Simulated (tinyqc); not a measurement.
RHF in the sto-6g basis, for H2O, spin multiplicity 1, step by step. One step of it, computed by the program tinyqc.

Task: Orthogonalisation. S = U s U^T; canonical form X = U s^(-1/2), so that X^T S X = 1. Each column of U has its largest component positive (the first on a tie).

overlap S, order 1O 1s, 1O 2s, 1O 2px, 1O 2py, 1O 2pz, 2H 1s, 3H 1s:
$$\begin{pmatrix}
1.000000 & 0.231145 & 0.000000 & 0.000000 & 0.000000 & 0.040154 & 0.040154 \\
0.231145 & 1.000000 & 0.000000 & 0.000000 & 0.000000 & 0.389928 & 0.389928 \\
0.000000 & 0.000000 & 1.000000 & 0.000000 & 0.000000 & 0.000000 & 0.000000 \\
0.000000 & 0.000000 & 0.000000 & 1.000000 & 0.000000 & 0.290334 & -0.290334 \\
0.000000 & 0.000000 & 0.000000 & 0.000000 & 1.000000 & 0.179050 & 0.179050 \\
0.040154 & 0.389928 & 0.000000 & 0.290334 & 0.179050 & 1.000000 & 0.147755 \\
0.040154 & 0.389928 & 0.000000 & -0.290334 & 0.179050 & 0.147755 & 1.000000
\end{pmatrix}$$

Give: eigenvalues of S; X.

Result:

eigenvalues of S: [0.435, 0.509, 0.899, 1.000, 1.082, 1.343, 1.732]

X, order 1O 1s, 1O 2s, 1O 2px, 1O 2py, 1O 2pz, 2H 1s, 3H 1s:
$$\begin{pmatrix}
-0.338 & 0.000 & 0.739 & 0.000 & -0.606 & 0.000 & 0.189 \\
1.058 & 0.000 & -0.259 & 0.000 & -0.267 & 0.000 & 0.466 \\
0.000 & 0.000 & 0.000 & 1.000 & 0.000 & 0.000 & 0.000 \\
0.000 & 0.899 & 0.000 & 0.000 & 0.000 & 0.662 & 0.000 \\
0.422 & 0.000 & 0.656 & 0.000 & 0.663 & 0.000 & 0.186 \\
-0.666 & -0.760 & -0.185 & 0.000 & 0.152 & 0.391 & 0.381 \\
-0.666 & 0.760 & -0.185 & 0.000 & 0.152 & -0.391 & 0.381
\end{pmatrix}$$
